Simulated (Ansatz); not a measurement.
# Worked example: HAsSi, triplet against HAsSi, singlet

Geometry (PBE0/def2-TZVP stationary point of a singlet), kept for both states (HAsSi, singlet: A'; HAsSi, triplet: A'):

```tsv
atom	x (Å)	y (Å)	z (Å)
Si	0.0000	-0.0264	1.5591
As	0.0000	-0.0077	-0.5892
H	0.0000	1.3116	0.3547
```

Basis cc-pVDZ; Ansatz 0.2.0. Only valence electrons are correlated (noble-gas cores and the filled d shells of p-block atoms frozen). Prefix R: restricted or restricted open-shell reference. No spin–orbit coupling is included, and no scalar relativity.

Full CI isn't at hand for all of this; RCCSDTQ serves as the reference, and is uncertain by about the last step of the cluster series.

Coupled cluster chose its determinant by trial CCSD, here up to 0.57 eV above the lowest Hartree–Fock solution of its kind. The largest doubles amplitude grows up the series, to 0.33: the determinant mixes near-degenerate terms, and the last step may understate the doubt.

```tsv
level	E(HAsSi, singlet) (hartree)	E(HAsSi, triplet) (hartree)
RCCSD(T)	-2523.858959	-2523.768498
PBE	-2525.410471	-2525.327042
B3LYP	-2525.952000	-2525.862870
RCCSDTQ	-2523.860849	-2523.771577
```

Question: Give the vertical gap, HAsSi triplet less HAsSi singlet, at each level in eV (1 hartree = 27.2114 eV), and each error against RCCSDTQ.

Answer: RCCSDTQ: (-2523.771577 − (-2523.860849)) × 27.2114 = 2.429 eV (the reference)
B3LYP: (-2525.862870 − (-2525.952000)) × 27.2114 = 2.425 eV, error -0.004 eV
PBE: (-2525.327042 − (-2525.410471)) × 27.2114 = 2.270 eV, error -0.159 eV
RCCSD(T): (-2523.768498 − (-2523.858959)) × 27.2114 = 2.462 eV, error 0.033 eV

Total energies of functionals can't be set beside those of wave-function methods, since they hold the core's correlation and their own absolute errors; only the differences compare.

In so small a basis the reference is far from its limit while semilocal and hybrid functionals are nearer theirs, so the functionals' errors here hold much of the reference's basis and frozen-core error, which can add to them or hide them.

Each level lands on the state that its own search finds. T1 diagnostics of restricted CCSD: 0.022 and 0.042.
